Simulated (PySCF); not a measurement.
C2H5O (doublet state).
SMILES with atom numbers: `[CH3:1][CH:2][OH:3]` (hydrogens: H4, H5, H6 on C1; H7 on C2; H8 on O3)

Structure used (GFN2-xTB), in Å, numbered top down from 1:
```xyz
8
C2H5O angstrom
C     -0.810   -0.072   -0.043
C      0.567    0.331   -0.409
O      1.641   -0.107    0.325
H     -0.856   -1.141    0.176
H     -1.182    0.460    0.845
H     -1.490    0.145   -0.863
H      0.768    1.256   -0.916
H      1.371   -0.863    0.858
```

The hyperfine couplings belong to this conformer and change with its torsions.

Computed with PySCF, UKS B3LYP, pcH-1 on C H O, non-relativistic, mean-field spin-orbit, GIAO. Isolated species at its GFN2-xTB geometry (one conformer only). The geometry wasn't refined by DFT: couplings that depend on bond lengths, twists or pyramidal angles can differ widely from those at the functional's own minimum.

Computed for the main isotopes (class means, splittings of 0.05 mT or more): g = 2.0032; H4/H5/H6 1H +66.0 MHz (2.35 mT); H7 1H -44.7 MHz (1.59 mT); H8 1H -12.0 MHz (0.43 mT); 16 first-order lines, 9.08 mT wide.

What changes when 1H at H8 is replaced by 2H?

Only the nuclear moment changes in this model. The ratio of g factors is 0.85744/5.58569 = 0.1535, so a goes from -12.0 to -1.8 MHz (0.065 mT). The spin goes from 1/2 to 1, so the 1:1 doublet becomes a 1:1:1 triplet. The spectrum then has 24 first-order lines over 8.79 mT.

```csv
offset from centre (mT),relative intensity
-4.39,1
-4.33,1
-4.26,1
-2.80,1
-2.73,1
-2.67,1
-2.04,3
-1.97,3
-1.91,3
-0.45,3
-0.38,3
-0.31,3
+0.31,3
+0.38,3
+0.45,3
+1.91,3
+1.97,3
+2.04,3
+2.67,1
+2.73,1
+2.80,1
+4.26,1
+4.33,1
+4.39,1
```

Where do the 13C satellites of C2 appear, and how strong are they?

a = +149.0 MHz, or 5.32 mT in magnitude, and I = 1/2, so to first order each main line has two satellites, at ±2.66 mT. The isotope's abundance is about 1.07 %, shared among 2 lines, so each has 0.54 % of the main line's intensity.

Where do the 17O satellites of O3 appear, and how strong are they?

a = -21.4 MHz, or 0.76 mT in magnitude, and I = 5/2, so to first order each main line has six satellites, at ±0.38, ±1.14, ±1.90 mT. The isotope's abundance is about 0.038 %, shared among 6 lines, so each has 0.0063 % of the main line's intensity.

Where do the 13C satellites of C1 appear, and how strong are they?

a = -20.3 MHz, or 0.72 mT in magnitude, and I = 1/2, so to first order each main line has two satellites, at ±0.36 mT. The isotope's abundance is about 1.07 %, shared among 2 lines, so each has 0.54 % of the main line's intensity.

Class means assume fast exchange of nuclei equivalent by connectivity; if that motion is slow, each nucleus keeps its own coupling. The three 1H nuclei of mean +66.0 MHz run from 19.8 to 137.1 MHz in the frozen geometry.
